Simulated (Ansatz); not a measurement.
Reaction (isomerisation): `C=C=C=N` → `[H]/N=C/C#C`

Gas-phase electronic energies from Ansatz, PBE0-D4/def2-TZVP geometries. CBS: MP2 limit from def2 TZ/QZ plus the TZ coupled-cluster correction, frozen cores. This one scheme is used for every species. Functionals use def2-TZVPP. HSE06 is defined as in plane-wave codes. One conformer a species, not always the lowest.

Q: Is it downhill or uphill in electronic energy at CCSD(T)/CBS, and by how much? (An estimate is asked.)

A: Computed: Downhill: ΔE = -22.5 kJ/mol.

Q: What do these levels give: B97M-V, r2SCANh-D4, HSE06-D4, ωB97M-V, r2SCANh, SCS-MP2/def2-TZVPP? (An estimate is asked.)

A: The calculation gave: B97M-V 8.9, r2SCANh-D4 7.3, HSE06-D4 4.8, ωB97M-V -13.7, r2SCANh 7.4, SCS-MP2/def2-TZVPP -31.7 kJ/mol.

Largest T1 diagnostic among the species: 0.016.

From PBE to PBE0 (25 % exact exchange), in def2-TZVPP and without D4, ΔE moves by −12.2 kJ/mol. Leaving LDA and LC-ωPBE aside and taking each functional with its dispersion term where it has one, the values, not all of them listed here, spread over 30.4 kJ/mol, from PBE-QIDH to PBE-D4. LDA lies +5.2 kJ/mol from PBE without D4.
